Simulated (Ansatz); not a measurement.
A nudged elastic band was laid between two geometries of AlH4LiSi (7 atoms, charge 0, multiplicity 1).

Theory: RHF/6-31G in Ansatz.

```
movable images  : 5
climbing image  : yes
spring          : 5.0 eV/Å²
optimiser       : quadratic models (default)
start path      : through a guess of the saddle point
force threshold : 0.05 eV/Å
iteration limit : 60
end points      : relaxed
```

Initial state:

```xyz
7
Properties=species:S:1:pos:R:3
Li -3.133 -1.766 -0.173
Al -0.490 -1.327 -0.020
Si 0.577 0.968 0.025
H 0.692 -2.453 0.061
H 0.179 1.784 -1.180
H 0.096 1.771 1.209
H 2.079 1.023 0.078
```

Final state:

```xyz
7
Properties=species:S:1:pos:R:3
Li -1.330 0.192 1.133
Al -0.305 -1.827 -0.344
Si 0.699 1.556 -0.063
H 0.712 -2.563 -1.392
H 0.651 -0.002 -0.542
H -0.894 1.600 -0.229
H 0.466 1.044 1.437
```

Task: Which bonds break or form, and what moves?

Result: Bonds broken: Al2–Si3. Bonds formed: Li1–Si3.

Task: Give the energies along the band, and the barrier.

Result: The run converged. The highest image is number 3 of 0 to 6, 1.82 eV above the first end and 1.16 eV above the last; the last end lies 0.66 eV above the first. Neighbouring images differ by up to 1.7 eV, so the band resolves the path poorly. A vibrational analysis at the climbing image gives one clearly imaginary mode, 902i cm⁻¹: a first-order saddle point. The orbitals stay closed-shell, which can raise the energy where a bond breaks towards radicals; this wasn't checked here. Limits of this set-up: no polarisation functions.

```tsv
image	path coordinate (Å)	energy (eV)	Al2–Si3 (Å)	Li1–Si3 (Å)
0	0.00	0.00	2.53	4.61
1	0.83	0.00	2.53	4.63
2	1.66	0.16	2.47	4.42
3	2.50	1.82	2.79	4.77
4	3.96	0.96	2.85	4.22
5	5.43	0.74	3.26	2.99
6	6.89	0.66	3.54	2.72
```

Task: What is the geometry of the highest image?

Result: 
```xyz
7
Properties=species:S:1:pos:R:3
Li -3.056 -1.343 0.421
Al -0.446 -1.091 -0.090
Si 0.849 1.375 0.027
H 0.750 -2.086 -0.575
H 0.542 0.842 -1.352
H -0.364 1.853 0.753
H 1.724 0.450 0.815
```

Run time: 96 s on 1 CPU thread of a shared host.
